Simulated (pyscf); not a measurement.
Cl–Zr(Cl)(Cl)–SeH (SMILES [Cl][Zr]([Cl])([Cl])[SeH]) + HCl (SMILES Cl) → H₂Se (SMILES [SeH2]) + Cl–Zr(Cl)(Cl)–Cl (SMILES [Cl][Zr]([Cl])([Cl])[Cl]) (four-centre exchange; singlet surface; Se–Zr, Cl–H broken, H–Se, Cl–Zr formed). Single points on ωB97X-D3(BJ)/def2-SVP structures (PySCF, gas phase). Energies in eV from the separated reactants.

```tsv
level	barrier	reaction energy
ωB97X-D3(BJ)/def2-TZVP	-0.11	-0.53
PBE/def2-TZVP	?	?
B3LYP-D3(BJ)/def2-TZVP	-0.02	-0.64
PBE0-D3(BJ)/def2-TZVP	?	-0.60
M06-2X/def2-TZVP	0.05	-0.59
ωB97M-D3(BJ)/def2-TZVP	0.09	-0.68
```

Question: What belongs in the gaps?

Answer: 
- PBE/def2-TZVP, barrier: -0.06
- PBE/def2-TZVP, reaction energy: -0.63
- PBE0-D3(BJ)/def2-TZVP, barrier: -0.10

On the reactant side the descent ends in an adduct with a Cl–Zr contact, 0.35 eV under the separated species and 0.24 eV under the saddle at ωB97X-D3(BJ)/def2-TZVP. On the product side the descent ends in an adduct with a Se–Zr contact, 0.67 eV under the separated species and 1.08 eV under the saddle at ωB97X-D3(BJ)/def2-TZVP. At ωB97X-D3(BJ)/def2-TZVP, PBE, B3LYP-D3(BJ), PBE0-D3(BJ) the saddle lies under the separated reactants, which points to a path from their complex (located at ωB97X-D3(BJ) alone). What is counted as formed (Cl–Zr) is already present as a longer contact in the reactant adduct; forming that adduct is a step of its own. What is counted as broken (Se–Zr) persists as a longer contact in the product adduct; parting that adduct is a step of its own. One saddle was located; it need not be the lowest between these sides. Elements up to Kr have no core potential and no relativistic terms here. Elements past Kr carry the def2 core potentials, without spin-orbit coupling.
